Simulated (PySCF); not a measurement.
# C3H4F2O: the cost of one run

Programs: PySCF 2.14.0, with density-fitted response routines of our own. Each step states its level of theory. These are calculated values for one molecule in the gas phase, unless marked as measured. Atoms are numbered from 0 throughout.

## (1) The molecule as given

10 atoms, charge 0, multiplicity 1; geometry from: GFN2-xTB. The atoms were then displaced at random by about 0.01 Å, so the start is not that level's minimum.

Bonds of the start (Å): F0–C1 1.38, C1–F2 1.34, C1–C3 1.48, C3–C4 1.50, C4–O5 1.41, O5–C3 1.42, C1–H6 1.10, C3–H7 1.08, C4–H8 1.05, C4–H9 1.09.

## (2) Geometry optimisation at PBE0-D3(BJ)/def2-SVP

The job: settings as JSON, then the geometry in Å.

```
{"job": {"xc": "PBE0", "basis": "def2-SVP", "d3": "d3bj", "grid": 1, "shake": 0.01, "kind": "geom"}, "charge": 0, "multiplicity": 1}
F      1.497360    -1.278330    -0.541780
C      1.188730     0.026710    -0.208590
F      2.196820     0.443480     0.563330
C     -0.084960     0.102400     0.541000
C     -1.375960    -0.120330    -0.192320
O     -0.968500     1.161850     0.225190
H      1.196870     0.636640    -1.123770
H     -0.031710    -0.161700     1.590130
H     -1.344060    -0.296040    -1.229520
H     -2.224160    -0.535620     0.355260
```

On the command line:

```console
OMP_NUM_THREADS=1 python probes_run.py task.json out
```

The driver reads the jobs from task.json and runs them one after another.

Q: Estimate the wall time and peak memory of this first job on 1 thread of Arm Neoverse V2, shared host.

About 37 s, with a peak of 0.43 GiB.
